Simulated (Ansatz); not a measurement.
# HBBe, singlet in 6-31G: errors against full CI

Geometry: a PBE0/def2-TZVP stationary point for this spin, not checked as a minimum.

```xyz
3

B     0.0000   -0.1681    0.7842
Be    0.0000    0.1135   -1.1114
H     0.0000    0.7885    1.5268
```

Basis 6-31G; Ansatz 0.2.0. Correlated methods freeze the noble-gas cores, which leaves 6 electrons in 18 orbitals. Prefix R: restricted or restricted open-shell reference; prefix U: unrestricted. Active spaces: valence = (6e, 9o) chosen from the atoms' valence shells; pair = (2e, 2o) about the gap.

Full CI is exact within this basis and frozen core; it isn't the basis-set limit. The frozen core follows each run's orbitals, which can shift R against U totals by a few meV.

Unrestricted rows (U) aren't spin-pure: their determinants' ⟨S²⟩ exceeds S(S+1) by up to 0.96, so they mix in states of higher spin.

The UHF ⟨S²⟩ is 0.961. The T1 diagnostic (RCCSD) is 0.0480 and the largest doubles amplitude (RCCSD) is 0.403.

```tsv
level	E − E(RHF) (eV)
UHF	-1.6127
RMP2	-2.2299
UMP2	-2.8351
RCCSD	-3.3884
UCCSD	-3.4324
RCCSD(T)	-3.5511
UCCSD(T)	-3.4876
```

Estimate how far full CI in 6-31G lies from RCCSD(T). The table doesn't fix it; the size of (T) and the diagnostics are the guide.

Full CI in 6-31G lies 3.5 kJ/mol below RCCSD(T), which is 22 % of the (T) step (-15.7 kJ/mol). T1 is raised, a doubles amplitude is large, RHF is unstable towards spin polarisation, but (T) still catches most of what CCSD lacks.

The other levels:

```tsv
level	E − E(full CI) (kJ/mol)	share of correlation (%)	wall time
CISD	43.8	87.35	0.33 s
BCCD(T)	4.3	98.77	0.36 s
RCCSDT	1.4	99.60	–
UCCSDT	1.5	99.58	–
RCCSDT(Q)	0.2	99.94	0.63 s
UCCSDT(Q)	0.0	99.99	2.8 s
RCCSDTQ	0.0	99.99	2.6 s
UCCSDTQ*	0.1	99.98	17 s
CASSCF (pair space)	184.0	46.83	–
NEVPT2 (pair space)	62.1	82.05	0.21 s
MRCISD (pair space)	14.6	95.77	–
MRCISD+Q (pair space)	3.6	98.97	0.33 s
CASSCF (valence space)	49.0	85.84	–
NEVPT2 (valence space)	14.1	95.93	2.5 s
MRCISD (valence space)	1.1	99.70	–
MRCISD+Q (valence space)	0.4	99.88	3.8 s
```

An asterisk marks runs whose energy the program itself flagged as in doubt.

The correlation energy at full CI, counted from RHF, is -3.587 eV. That run took 1.7 s on 1 thread of Arm Neoverse V1, shared host over 336,128 determinants.

Times hold each run's SCF and search for its determinant on a shared host, so for small cases they say little of a method's own cost; they ran on 1 thread of Arm Neoverse V1.

The full-CI state has the irrep A' of Cs, in the program's axes.

Natural occupations of full CI about the gap: 1.967 1.934 1.542 0.398 0.054 0.030 0.021 0.019 0.016 0.005; effectively unpaired electrons, Σ n²(2−n)², 0.95. No single determinant describes this state well, so single-reference rows can miss without a flag.
